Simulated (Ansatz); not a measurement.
System: corundum (α-Al2O3). Method: PBE (plane waves, PAW; Ansatz, a first-principles code).

Settings: plane-wave cutoff 520 eV, 8×8×8 k mesh, Fermi–Dirac smearing 0.01 eV, scalar-relativistic PAW data made under PBE.

The cell is scaled about its equilibrium volume:

Shape and atoms are relaxed at each volume.

```tsv
V (Å³/atom)	P (GPa)	direct gap at Γ (eV)	c (Å)	a (Å)
8.411	10.18	6.343	12.933	4.746
8.586	4.83	6.092	13.029	4.778
8.761	-0.01	5.849	13.123	4.809
8.936	-4.38	5.614	13.217	4.840
9.112	-8.34	5.387	13.308	4.870
```

A straight line through the gaps at Γ against ln V gives a volume deformation potential dE_g(Γ)/d ln V of -11.9 eV: the gap at Γ widens under compression.

Note: the bulk modulus comes from volumes at which shape and atoms were relaxed.
